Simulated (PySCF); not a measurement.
# S2O (Disulfur monoxide): BP86/cc-pVDZ

Aim: the vertical ionisation energy of S2O (Disulfur monoxide) at BP86/cc-pVDZ, from 2 runs. 

Program for the calculation: PySCF 2.14.0.

## (1) The system as given

S2O has 3 atoms, charge 0, and is taken as a singlet. As SMILES, `O=S=S`. The coordinates come from a GFN2-xTB relaxation.

Bond lengths: O1–S2 1.448 Å, S2–S3 1.909 Å. Angles: O1–S2–S3 114.6°.

## (2) A single-point energy at BP86/cc-pVDZ

calc.py

```python
from pyscf import gto, dft

mol = gto.Mole()
mol.atom = '''
O        0.431370       1.195520       0.483120
S        0.559470      -0.210460       0.159300
S       -0.990830      -0.985060      -0.642420
'''
mol.basis = 'cc-pvdz'
mol.verbose = 4
mol.max_memory = 1860
mol.spin = 0
mol.build()

mf = dft.RKS(mol)
mf.xc = 'bp86'
mf.conv_tol = 1e-10
mf.grids.level = 4
mf.kernel()
if not mf.converged:
    mf = mf.newton().run(mf.mo_coeff, mf.mo_occ)

energy = mf.e_tot
print('Final energy', energy)
```

Started as:

```
$ OMP_NUM_THREADS=1 python calc.py
```

Output:

```text
PySCF version 2.14.0

[INPUT] num. atoms = 3
[INPUT] num. electrons = 40
[INPUT] charge = 0
[INPUT] spin (= nelec alpha-beta = 2S) = 0
[INPUT] symmetry False subgroup None
[INPUT] Mole.unit = angstrom
[INPUT] Symbol           X                Y                Z      unit          X                Y                Z       unit  Magmom
[INPUT]  1 O      0.431370000000   1.195520000000   0.483120000000 AA    0.815171158354   2.259205376440   0.912964485300 Bohr   0.0
[INPUT]  2 S      0.559470000000  -0.210460000000   0.159300000000 AA    1.057245074910  -0.397711760176   0.301033371643 Bohr   0.0
[INPUT]  3 S     -0.990830000000  -0.985060000000  -0.642420000000 AA   -1.872397336003  -1.861493616264  -1.213997856943 Bohr   0.0

nuclear repulsion = 141.589658092164
number of shells = 15
number of NR pGTOs = 108
number of NR cGTOs = 50
basis = cc-pvdz
ecp = {}

******** <class 'pyscf.dft.rks.RKS'> ********
method = RKS
initial guess = minao
damping factor = 0
level_shift factor = 0
DIIS = <class 'pyscf.scf.diis.CDIIS'>
diis_start_cycle = 1
diis_space = 8
diis_damp = 0
SCF conv_tol = 1e-10
SCF conv_tol_grad = None
SCF max_cycles = 50
direct_scf = True
direct_scf_tol = 1e-13
XC library pyscf.dft.libxc version 7.0.0
    S. Lehtola, C. Steigemann, M. J.T. Oliveira, and M. A.L. Marques.,  SoftwareX 7, 1–5 (2018)
XC functionals = bp86
    A. D. Becke.,  Phys. Rev. A 38, 3098 (1988)
    J. P. Perdew.,  Phys. Rev. B 33, 8822 (1986)
radial grids:
    Treutler-Ahlrichs [JCP 102, 346 (1995); DOI:10.1063/1.469408] (M4) radial grids

becke partition: Becke, JCP 88, 2547 (1988); DOI:10.1063/1.454033
pruning grids: <function nwchem_prune>
grids dens level: 4
symmetrized grids: False
atomic radii adjust function: <function treutler_atomic_radii_adjust>
small_rho_cutoff = 0
Set gradient conv threshold to 1e-05
Initial guess from minao.
tot grids = 85640
init E= -872.234194602503
  HOMO = -0.282579733442207  LUMO = -0.187437839693531  gap/eV = 2.58894
cycle= 1 E= -871.489061591536  delta_E= 0.745  |g|=  0.9  |ddm|=  2.2
  HOMO = -0.13497077982266  LUMO = -0.0484439454344123  gap/eV = 2.35452
cycle= 2 E= -868.780503510415  delta_E= 2.71  |g|= 3.19  |ddm|= 3.42
  HOMO = -0.197077957716298  LUMO = -0.151274567618366  gap/eV = 1.24637
cycle= 3 E= -871.32112936162  delta_E= -2.54  |g|= 0.965  |ddm|= 3.41
  HOMO = -0.242404290552309  LUMO = -0.152902800695541  gap/eV = 2.43546
cycle= 4 E= -871.620083418181  delta_E= -0.299  |g|= 0.352  |ddm|= 1.36
  HOMO = -0.251437740114038  LUMO = -0.175962951690905  gap/eV = 2.05377
cycle= 5 E= -871.657843735233  delta_E= -0.0378  |g|= 0.0874  |ddm|= 0.372
  HOMO = -0.244094470707381  LUMO = -0.169356236811923  gap/eV = 2.03373
cycle= 6 E= -871.659702603849  delta_E= -0.00186  |g|= 0.0362  |ddm|= 0.0828
  HOMO = -0.245126647136129  LUMO = -0.170781442156309  gap/eV = 2.02304
cycle= 7 E= -871.660034895416  delta_E= -0.000332  |g|= 0.0079  |ddm|= 0.0303
  HOMO = -0.245162099378945  LUMO = -0.170978043753594  gap/eV = 2.01865
cycle= 8 E= -871.66004671879  delta_E= -1.18e-05  |g|= 0.00291  |ddm|= 0.00543
  HOMO = -0.245179763931453  LUMO = -0.171014252362769  gap/eV = 2.01815
cycle= 9 E= -871.66004856835  delta_E= -1.85e-06  |g|= 0.00119  |ddm|= 0.00164
  HOMO = -0.245133875588689  LUMO = -0.170997768518641  gap/eV = 2.01735
cycle= 10 E= -871.660048969126  delta_E= -4.01e-07  |g|= 0.000209  |ddm|= 0.00094
  HOMO = -0.245132671153848  LUMO = -0.171006141923087  gap/eV = 2.01709
cycle= 11 E= -871.660048983165  delta_E= -1.4e-08  |g|= 2.44e-05  |ddm|= 0.000199
  HOMO = -0.245130734222173  LUMO = -0.171005797615849  gap/eV = 2.01704
cycle= 12 E= -871.660048983338  delta_E= -1.73e-10  |g|= 4.66e-06  |ddm|= 2.79e-05
  HOMO = -0.245131068621372  LUMO = -0.171005838246461  gap/eV = 2.01705
cycle= 13 E= -871.660048983345  delta_E= -7.28e-12  |g|= 8.95e-07  |ddm|= 5.85e-06
  HOMO = -0.245130934785382  LUMO = -0.17100588948983  gap/eV = 2.01705
Extra cycle  E= -871.660048983339  delta_E= 6.37e-12  |g|= 5.24e-06  |ddm|= 5.64e-06
converged SCF energy = -871.660048983339
Final energy -871.6600489833386
```

Run time: 4.5 s. Hardware: 1 thread of Arm Neoverse V1, shared host; peak memory 0.26 GiB.

## (3) The doublet cation at the same level

job.py

```python
from pyscf import gto, dft

molecule = gto.M(
    atom='''
O    0.431370   1.195520   0.483120
S    0.559470  -0.210460   0.159300
S   -0.990830  -0.985060  -0.642420
''',
    spin=1,
    charge=1,
    verbose=3,
    basis='cc-pvdz',
    max_memory=1860,
)

mf = dft.UKS(molecule, xc='bp86')
mf.grids.level = 4
mf.conv_tol = 1e-10
mf.kernel()
if not mf.converged:
    mf = mf.newton().run(mf.mo_coeff, mf.mo_occ)

e_final = mf.e_tot
print(f'total energy: {e_final:.8f} hartree')
```

Started as:

```
$ OMP_NUM_THREADS=1 python job.py
```

Output:

```text
WARN: HOMO -0.282579733442212 >= LUMO -0.282579733442203

converged SCF energy = -871.278862792382  <S^2> = 0.7567147  2S+1 = 2.0067035
total energy: -871.27886279 hartree
```

Run time: 8.1 s. Hardware: 1 thread of Arm Neoverse V1, shared host; peak memory 0.27 GiB.

## (4) Summary of results

Level: BP86/cc-pVDZ.

| quantity | value |
| --- | --- |
| singlet S2O: total energy | -871.66005 Eh |
| singlet S2O: dipole moment | 1.37 D |
| singlet S2O: HOMO energy | -6.67 eV |
| singlet S2O: LUMO energy | -4.65 eV |
| singlet S2O: HOMO–LUMO gap | 2.02 eV |
| doublet cation: total energy | -871.27886 Eh |
| doublet cation: HOMO energy (highest over α and β) | -14.51 eV |
| doublet cation: LUMO energy (lowest over α and β) | -14.00 eV |
| doublet cation: ⟨S²⟩ | 0.757 |
| vertical ionisation energy (to the doublet cation) | 10.373 eV |

The vertical ionisation energy comes to 10.37 eV (1001 kJ/mol). −ε(HOMO) before ionisation, 6.67 eV, is 3.70 eV below this ionisation energy. Mulliken charges (singlet S2O) run from -0.29 on O1 to +0.45 on S2.
